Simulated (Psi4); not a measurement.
**[AlH3]− (SMILES [AlH3-]): a chain of runs**

Wanted: a geometry optimisation (UB3LYP/def2-SVP), then vibrational wavenumbers, then the energy (UCCSD(T)/cc-pVDZ), then the vertical excitations (TD-B3LYP/def2-SVP) of [AlH3]−. 

The results are computed with Psi4 1.11.

## 1. Starting point

[AlH3]− has 4 atoms, charge -1, and is taken as a doublet. As SMILES, `[AlH3-]`. The shape comes from GFN2-xTB, which is rough for such elements, and wasn't checked as a minimum. The run starts from this shape.

Bond lengths: Al1–H2 1.684 Å, Al1–H3 1.685 Å, Al1–H4 1.685 Å. Angles: H2–Al1–H3 101.1°, H2–Al1–H4 101.1°, H3–Al1–H4 101.1°.

## 2. A geometry optimisation at UB3LYP/def2-SVP (density fitting) (run 1)

File calc.dat:

```
memory 1.6 GB

molecule {
  -1 2
  Al    -0.161060     0.455350    -0.307260
  H      0.471920     0.754070     1.224440
  H     -1.350110    -0.683860     0.050500
  H      1.039250    -0.525560    -0.967690
}

set {
  reference uks
  geom_maxiter 60
}

e_tot = optimize('b3lyp/def2-SVP')
print_variables()
```

Command:

```
psi4 calc.dat calc.out -n 1
```

calc.out:

```text
[...]
  Running in c1 symmetry.
[...]
  Nuclear repulsion =   12.860409124912710
[...]
  Multiplicity = 2
[...]
  Nalpha       = 9
  Nbeta        = 8
[...]
    Number of basis functions: 33
[...]
   @DF-UKS iter   1:  -244.06767571709460   -3.95438e-01   7.52039e-03 DIIS/ADIIS
[...]
   @DF-UKS iter   5:  -244.14885428258813   -1.67688e-12   6.17776e-09 DIIS
[...]
   @S^2 Observed:                7.509265698E-01
[...]
    Orbital Energies [Eh]
    ---------------------
    Alpha Occupied:
       1A    -55.776529     2A     -3.881088     3A     -2.439329
       4A     -2.435189     5A     -2.435189     6A     -0.188100
       7A     -0.072877     8A     -0.072874     9A      0.054581
    Alpha Virtual:
      10A      0.244265    11A      0.244269    12A      0.270933
      13A      0.297459    14A      0.494553    15A      0.494554
      16A      0.515213    17A      0.645051    18A      0.645052
      19A      0.693592    20A      0.693596    21A      0.712832
      22A      0.851273    23A      1.038557    24A      1.038564
      25A      1.630534    26A      1.711099    27A      1.711101
[...]
  @DF-UKS Final Energy:  -244.14885428258813
   => Energetics <=
    Nuclear Repulsion Energy =             13.1465924907289473
    One-Electron Energy =                -368.6130701601779833
    Two-Electron Energy =                 127.3794879251552885
    DFT Exchange-Correlation Energy =     -16.0618645382944010
    Empirical Dispersion Energy =           0.0000000000000000
    VV10 Nonlocal Energy =                  0.0000000000000000
    Total Energy =                       -244.1488542825881609
[...]
 Multipole Moments:
 ------------------------------------------------------------------------------------
     Multipole            Electronic (a.u.)      Nuclear  (a.u.)        Total (a.u.)
 ------------------------------------------------------------------------------------
 L = 1.  Multiply by 2.5417464519 to convert [e a0] to [Debye]
 Dipole X            :         -0.4142460            0.3782211           -0.0360249
 Dipole Y            :          1.1702182           -1.0684220            0.1017962
 Dipole Z            :         -0.7902958            0.7215339           -0.0687618
 Magnitude           :                                                    0.1280174
[...]
  -Total Gradient:
     Atom            X                  Y                   Z
    ------   -----------------  -----------------  -----------------
       1       -0.000005840832     0.000017913188    -0.000012727191
       2        0.000002763066    -0.000008776308     0.000001937818
       3        0.000002799925    -0.000002454048     0.000004390553
       4        0.000001308616    -0.000004326491     0.000006893491
[...]
    Final optimized geometry and variables:
    Molecular point group: c1
    Full point group: C1
    Geometry (in Angstrom), charge = -1, multiplicity = 2:
    AL          -0.014532771335     0.041053053182    -0.027724225421
    H            0.564548927986     0.575510036465     1.414196263896
    H           -1.329321737089    -0.919510296692     0.193141802529
    H            1.153844837652    -0.755073984596    -0.865103816928
  Variable Map:
  ----------------------------------------------------------------------------
  "CURRENT ENERGY"              =>    -244.148854282588
  "CURRENT REFERENCE ENERGY"    =>    -244.148854282588
  "DD SOLVATION ENERGY"         =>       0.000000000000
  "DFT FUNCTIONAL TOTAL ENERGY" =>    -244.148854282588
[...]
```

Standard output:

```text
Optimizer: Optimization complete!
```

Wall time 20 s (1 thread of Intel Xeon Platinum 8375C at 2.90GHz (Ice Lake), shared host); peak memory 0.31 GiB.

Step by step:

```csv
step,energy from the first frame kept (eV),largest force (eV/Å)
0,0.0000,1.4980
1,-0.0728,1.0176
2,-0.1598,0.2400
3,-0.1733,0.0617
4,-0.1746,0.0196
5,-0.1747,0.0052
6,-0.1747,0.0012
```

After the run. Bond lengths: Al1–H2 1.643 Å, Al1–H3 1.643 Å, Al1–H4 1.643 Å. Angles: H2–Al1–H3 110.7°, H2–Al1–H4 110.7°, H3–Al1–H4 110.7°.

## 3. The harmonic vibrations at UB3LYP/def2-SVP (density fitting) (run 2)

File alh3.xyz:

```xyz
4
AlH3
Al    -0.153954     0.435225    -0.293703
H      0.425128     0.969682     1.148218
H     -1.468743    -0.525338    -0.072837
H      1.014424    -0.360902    -1.131082
```

File calc.py:

```python
import psi4

psi4.set_memory(1600000000)
psi4.set_num_threads(1)
psi4.core.set_output_file('alh3.out', False)

with open('alh3.xyz') as f:
    atoms = ''.join(f.readlines()[2:])
molecule = psi4.geometry('-1 2\n' + atoms + '')

psi4.set_options({
    'basis': 'def2-SVP',
    'reference': 'uks',
    't': 400.0,
    'rotational_symmetry_number': 3,
})

E = psi4.frequencies('b3lyp', molecule=molecule)
print(f'total energy {E:.8f} hartree = {E * 27.211386:.5f} eV')
for k in ('ZPVE', 'ENTHALPY', 'GIBBS FREE ENERGY'):
    print(f'{k}: {psi4.variable(k):.8f} Eh')
```

Command:

```
python calc.py
```

alh3.out:

```text
[...]
  Running in c1 symmetry.
[...]
  Nuclear repulsion =   13.146591605954210
[...]
  Multiplicity = 2
[...]
  Nalpha       = 9
  Nbeta        = 8
[...]
    Number of basis functions: 33
[...]
   @DF-UKS iter   1:  -244.07801624538311   -3.90998e-01   7.30358e-03 ADIIS/DIIS
[...]
   @DF-UKS iter  10:  -244.14885400620088   -3.41061e-13   3.36043e-09 DIIS
[...]
   @S^2 Observed:                7.509265594E-01
[...]
    Orbital Energies [Eh]
    ---------------------
    Alpha Occupied:
       1A    -55.776625     2A     -3.881162     3A     -2.439404
       4A     -2.435266     5A     -2.435261     6A     -0.188074
       7A     -0.072915     8A     -0.072839     9A      0.054565
    Alpha Virtual:
      10A      0.244184    11A      0.244307    12A      0.270956
      13A      0.297319    14A      0.494523    15A      0.494554
      16A      0.515189    17A      0.645025    18A      0.645052
      19A      0.693499    20A      0.693668    21A      0.712807
      22A      0.851128    23A      1.037890    24A      1.038571
      25A      1.630556    26A      1.710994    27A      1.711157
[...]
  @DF-UKS Final Energy:  -244.14885400620088
   => Energetics <=
    Nuclear Repulsion Energy =             13.1433722288083494
    One-Electron Energy =                -368.6059924467560904
    Two-Electron Energy =                 127.3754655849976700
    DFT Exchange-Correlation Energy =     -16.0616993732507964
    Empirical Dispersion Energy =           0.0000000000000000
    VV10 Nonlocal Energy =                  0.0000000000000000
    Total Energy =                       -244.1488540062008781
[...]
 Multipole Moments:
 ------------------------------------------------------------------------------------
     Multipole            Electronic (a.u.)      Nuclear  (a.u.)        Total (a.u.)
 ------------------------------------------------------------------------------------
 L = 1.  Multiply by 2.5417464519 to convert [e a0] to [Debye]
 Dipole X            :         -0.4139988            0.3782217           -0.0357771
 Dipole Y            :          1.1705533           -1.0684216            0.1021317
 Dipole Z            :         -0.7902362            0.7215349           -0.0687014
 Magnitude           :                                                    0.1281825
[...]
  -Total Gradient:
     Atom            X                  Y                   Z
    ------   -----------------  -----------------  -----------------
       1       -0.000046473799     0.000108275313     0.000044790794
       2       -0.000041629118    -0.000008472166     0.000022425718
       3       -0.000043094655    -0.000014176285     0.000046210953
       4        0.000131897084    -0.000086083352    -0.000115641517
[...]
  ==> Harmonic Vibrational Analysis <==
[...]
  Freq [cm^-1]                 667.3706            763.2908            764.0332
[...]
  IR activ [km/mol]            292.1120            156.0425            156.4039
[...]
  Freq [cm^-1]                1663.7098           1663.9380           1690.5315
[...]
  IR activ [km/mol]            591.5230            591.6899            72.5864
[...]
  Total E_0, Enthalpy at 0 [K]                                                         -244.13242215 [Eh]
[...]
  Total H, Enthalpy at  400.00 [K]                                                     -244.12651927 [Eh]
[...]
  Total G, Gibbs energy at  400.00 [K]                                                 -244.16219271 [Eh]
[...]
```

On the terminal:

```text
total energy -244.14885429 hartree = -6643.62872 eV
ZPVE: 0.01643214 Eh
ENTHALPY: -244.12651927 Eh
GIBBS FREE ENERGY: -244.16219271 Eh
```

It took 62 s on 1 thread of Intel Xeon Platinum 8375C at 2.90GHz (Ice Lake), shared host; peak memory 0.31 GiB.

## 4. A single-point energy at UCCSD(T)/cc-pVDZ (run 3)

File input.inp:

```
memory 1.6 GB

molecule system {
  -1 2
  Al
  H 1 1.643203
  H 1 1.643208 2 110.74203
  H 1 1.643207 2 110.74351 3 -123.25967
  units angstrom
}

set {
  basis       cc-pVDZ
  reference   uhf
  scf_type    pk
  freeze_core true
}

energy_value, wavefunction = energy("ccsd(t)", return_wfn=True)
```

Command:

```
psi4 -i input.inp -o input.out -n 1
```

input.out:

```text
[...]
  Running in c1 symmetry.
[...]
  Nuclear repulsion =   13.146592145917001
[...]
  Multiplicity = 2
[...]
  Nalpha       = 9
  Nbeta        = 8
[...]
    Number of basis functions: 33
[...]
   @UHF iter   1:  -243.60061148920471   -6.32759e-01   3.53944e-03 ADIIS/DIIS
[...]
   @UHF iter  10:  -243.62185554465805   -1.25056e-12   8.68947e-09 DIIS
[...]
   @S^2 Observed:                7.533700447E-01
[...]
    Orbital Energies [Eh]
    ---------------------
    Alpha Occupied:
       1A    -58.232796     2A     -4.647494     3A     -2.964934
       4A     -2.959677     5A     -2.959677     6A     -0.348401
       7A     -0.195016     8A     -0.195014     9A     -0.036301
    Alpha Virtual:
      10A      0.320226    11A      0.320228    12A      0.386072
      13A      0.473555    14A      0.564758    15A      0.566436
      16A      0.566436    17A      0.617642    18A      0.617642
      19A      0.703327    20A      0.733720    21A      0.733722
      22A      1.042717    23A      1.232158    24A      1.232164
      25A      1.738273    26A      1.831129    27A      1.831134
[...]
  @UHF Final Energy:  -243.62185554465805
   => Energetics <=
    Nuclear Repulsion Energy =             13.1465921459170012
    One-Electron Energy =                -368.5540656271940634
    Two-Electron Energy =                 111.7856179366190332
    Total Energy =                       -243.6218555446580467
  UHF NO Occupations:
  HONO-2 :    7  A 1.9998292
  HONO-1 :    8  A 1.9986563
[...]
 Multipole Moments:
 ------------------------------------------------------------------------------------
     Multipole            Electronic (a.u.)      Nuclear  (a.u.)        Total (a.u.)
 ------------------------------------------------------------------------------------
 L = 1.  Multiply by 2.5417464519 to convert [e a0] to [Debye]
 Dipole X            :          1.2336946           -1.1232614            0.1104332
 Dipole Y            :         -0.6662572            0.6066034           -0.0596538
 Dipole Z            :         -0.4601356            0.4189332           -0.0412023
 Magnitude           :                                                    0.1321049
[...]
      * MP2 total energy                      = -243.706168010358425
[...]
      * CCSD total energy                     = -243.732286889183683
[...]
      * CCSD(T) total energy                     = -243.734012364685924
[...]
```

Run time: 3.9 s. Hardware: 1 thread of Intel Xeon Platinum 8375C at 2.90GHz (Ice Lake), shared host; peak memory 0.27 GiB.

## 5. The excited states at TD-B3LYP/def2-SVP (density fitting, save jk yes) (run 4)

File job.dat:

```
memory 1600 mb

molecule system {
  -1 2
  Al    -0.153954     0.435225    -0.293703
  H      0.425128     0.969682     1.148218
  H     -1.468743    -0.525338    -0.072837
  H      1.014424    -0.360902    -1.131082
}

set {
  basis     def2-SVP
  reference uks
  save_jk   true
}

from psi4.driver.procrouting.response.scf_response import tdscf_excitations
energy_value, wavefunction = energy('b3lyp', return_wfn=True)
states = tdscf_excitations(wavefunction, states=6, tda=False)
print_variables()
```

Command:

```
psi4 -i job.dat -o job.out -n 1
```

job.out:

```text
[...]
  Running in c1 symmetry.
[...]
  Nuclear repulsion =   13.146591605954210
[...]
  Multiplicity = 2
[...]
  Nalpha       = 9
  Nbeta        = 8
[...]
    Number of basis functions: 33
[...]
   @DF-UKS iter   1:  -244.07801624534366   -3.90998e-01   7.30358e-03 DIIS/ADIIS
[...]
   @DF-UKS iter   7:  -244.14885428518363   -9.24183e-09   3.92850e-07 DIIS
[...]
   @S^2 Observed:                7.509261981E-01
[...]
    Orbital Energies [Eh]
    ---------------------
    Alpha Occupied:
       1A    -55.776528     2A     -3.881089     3A     -2.439330
       4A     -2.435189     5A     -2.435189     6A     -0.188100
       7A     -0.072878     8A     -0.072875     9A      0.054582
    Alpha Virtual:
      10A      0.244265    11A      0.244268    12A      0.270933
      13A      0.297458    14A      0.494553    15A      0.494554
      16A      0.515213    17A      0.645051    18A      0.645052
      19A      0.693592    20A      0.693596    21A      0.712832
      22A      0.851272    23A      1.038556    24A      1.038563
      25A      1.630533    26A      1.711097    27A      1.711100
[...]
  @DF-UKS Final Energy:  -244.14885428518363
   => Energetics <=
    Nuclear Repulsion Energy =             13.1465916059542103
    One-Electron Energy =                -368.6130450307499586
    Two-Electron Energy =                 127.3794639861740876
    DFT Exchange-Correlation Energy =     -16.0618648465619351
    Empirical Dispersion Energy =           0.0000000000000000
    VV10 Nonlocal Energy =                  0.0000000000000000
    Total Energy =                       -244.1488542851836314
[...]
 Multipole Moments:
 ------------------------------------------------------------------------------------
     Multipole            Electronic (a.u.)      Nuclear  (a.u.)        Total (a.u.)
 ------------------------------------------------------------------------------------
 L = 1.  Multiply by 2.5417464519 to convert [e a0] to [Debye]
 Dipole X            :         -0.4142440            0.3782217           -0.0360223
 Dipole Y            :          1.1702085           -1.0684216            0.1017868
 Dipole Z            :         -0.7902914            0.7215349           -0.0687565
 Magnitude           :                                                    0.1280063
[...]
**********                               WARNING                                **********
**********       The names of excited state variables changed between 1.5       **********
[...]
**********                               WARNING                                **********
**********  Length-gauge rotatory strengths are **NOT** gauge-origin invariant  **********
[...]
                                    Excitation Energy         Total Energy        Oscillator Strength             Rotatory Strength
[...]
Excited State    1 (1 A):   0.14663 au   310.74 nm f = 0.0665
[...]
Excited State    3 (1 A):   0.16886 au   269.82 nm f = 0.0000
[...]
Excited State    4 (1 A):   0.16887 au   269.82 nm f = 0.0000
[...]
Excited State    5 (1 A):   0.17777 au   256.30 nm f = 0.2264
[...]
Excited State    6 (1 A):   0.19593 au   232.55 nm f = 0.0003
[...]
**********                               WARNING                                **********
**********       The names of excited state variables changed between 1.5       **********
[...]
```

It took 14 s on 1 thread of Intel Xeon Platinum 8375C at 2.90GHz (Ice Lake), shared host; peak memory 0.29 GiB.

The roots found:

```csv
excited state,energy (eV),strength,label
1,3.990,0.0665,A 1
2,3.990,0.0665,A 1
3,4.595,0.0000,A 1
4,4.595,0.0000,A 1
5,4.837,0.2264,A 1
6,5.332,0.0003,A 1
```

## 6. Summary of results

```
                                                                               quantity             value
                                        run 1, UB3LYP/def2-SVP: total energy at the end     -244.14885 Eh
                             run 1, UB3LYP/def2-SVP: HOMO energy (highest over α and β)           1.49 eV
                              run 1, UB3LYP/def2-SVP: LUMO energy (lowest over α and β)           4.02 eV
                                                           run 1, UB3LYP/def2-SVP: ⟨S²⟩             0.751
                                     run 2, UB3LYP/def2-SVP: lowest harmonic wavenumber          667 cm⁻¹
                                    run 2, UB3LYP/def2-SVP: highest harmonic wavenumber         1691 cm⁻¹
                                              run 2, UB3LYP/def2-SVP: zero-point energy       43.1 kJ/mol
         run 2, UB3LYP/def2-SVP: ideal-gas entropy at 400 K (symmetry number 3 as used)  56.0 cal/(mol K)
                                                  run 3, UCCSD(T)/cc-pVDZ: total energy     -243.73401 Eh
    run 3, UCCSD(T)/cc-pVDZ: HOMO energy (Hartree–Fock orbitals) (highest over α and β)          -0.99 eV
     run 3, UCCSD(T)/cc-pVDZ: LUMO energy (Hartree–Fock orbitals) (lowest over α and β)           7.18 eV
                   run 3, UCCSD(T)/cc-pVDZ: correlation energy (5 core orbitals frozen)        -112.2 mEh
                                                run 3, UCCSD(T)/cc-pVDZ: (T) correction         -1.73 mEh
                             run 3, UCCSD(T)/cc-pVDZ: ⟨S²⟩ of the reference determinant             0.753
                                                 run 3, UCCSD(T)/cc-pVDZ: T1 diagnostic             0.019
                            run 4, TD-B3LYP/def2-SVP: ground-state or mean-field energy     -244.14885 Eh
run 4, TD-B3LYP/def2-SVP: HOMO energy (B3LYP Kohn–Sham orbitals) (highest over α and β)           1.49 eV
 run 4, TD-B3LYP/def2-SVP: LUMO energy (B3LYP Kohn–Sham orbitals) (lowest over α and β)           4.02 eV
                            run 4, TD-B3LYP/def2-SVP: ⟨S²⟩ of the reference determinant             0.751
                                     run 4, TD-B3LYP/def2-SVP: lowest excitation energy           3.99 eV
```

In words: The optimisation (run 1, UB3LYP/def2-SVP) took 7 steps and changed the energy by -0.175 eV. The HOMO (run 1, UB3LYP/def2-SVP) lies at positive energy, 1.49 eV; only total energies tell whether the electron is bound. All 6 modes (run 2, UB3LYP/def2-SVP) are real, so the shape is a minimum at this level. The triples (run 3, UCCSD(T)/cc-pVDZ) make up 1.5 % of the correlation energy. The brightest of the 6 transitions from the ground state lies at 4.84 eV (256 nm, f = 0.226); the lowest, at 3.99 eV, has f = 0.066. For an anion, states without diffuse functions may be basis-held continuum.
